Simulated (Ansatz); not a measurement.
Input for Ansatz (development build ahead of 0.2.0):

```yaml
crystal:
  periodic: [false, false, false]
  atoms:
    - { symbol: H, position_ang: [-0.01412, -0.03479, -1.26869] }
    - { symbol: C, position_ang: [0.03149, 0.00927, -0.18991] }
    - { symbol: P, position_ang: [0.03264, 0.03631, 1.39769] }
basis:
  gaussian: { orbitals: def2-SVP }
magnetization:
  spin_polarized: true
hamiltonian:
  xc: hf
correlation:
  method: mp2
  frozen_orbitals: { C: 1, H: 0, P: 5 }
```

The input is written out in the form of the current development build from the run's settings.

Output:

```json
{
  "Converged": "yes",
  "Reference energy": "-378.99076 hartree",
  "Correlation energy": "-0.20073 hartree",
  "Total energy": "-379.19149 hartree",
  "Spin squared of the determinant": "0.747",
  "Stability test": "minimum",
  "Occupied orbitals by symmetry in an Abelian subgroup (alpha; beta)": "9 A' 2 A''; 9 A' 2 A''"
}
```

Messages of the program:
```
mean field -10312.86401825 eV, -378.9907623602 hartree, gradient 2.6e-6 eV, S^2 0.747392; 2 other ends of a descent, 0 dependent functions left out
```

Caution: the unrestricted determinant is spin contaminated; a plain start can end on a higher determinant.
